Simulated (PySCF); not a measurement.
# AsH$_{2}$⁺, singlet: vertical spin and charge gaps

Geometry (PBE0/def2-TZVP stationary point for this spin, not checked as a minimum):

| atom | x (Å) | y (Å) | z (Å) |
| --- | --- | --- | --- |
| As | 0.0000 | -0.0281 | 0.0000 |
| H | 0.0000 | 1.0446 | -1.0909 |
| H | 0.0000 | 1.0446 | 1.0909 |

Basis cc-pVDZ; PySCF 2.14.0. Correlated methods freeze the noble-gas cores and the filled d shells of p-block atoms. R marks a restricted (for open shells ROHF) determinant. No spin–orbit coupling is included, and no scalar relativity.

Gaps are energies of the second state less the first, at fixed atoms, for a selection of the levels run; mean-field and cluster levels share one orbital occupation for each state, and full CI takes the lowest of the symmetries tried.

Triplet less singlet: 1.387 eV at full CI (singlet A', triplet A'', in Cs).

```csv
level,gap (eV),error (meV)
RHF,0.963,-424
RMP2,1.260,-127
RCCSD,1.390,3
RCCSD(T),1.389,2
RCCSDT,1.385,-2
```

Full CI is exact within this basis and frozen core; it isn't the basis-set limit.
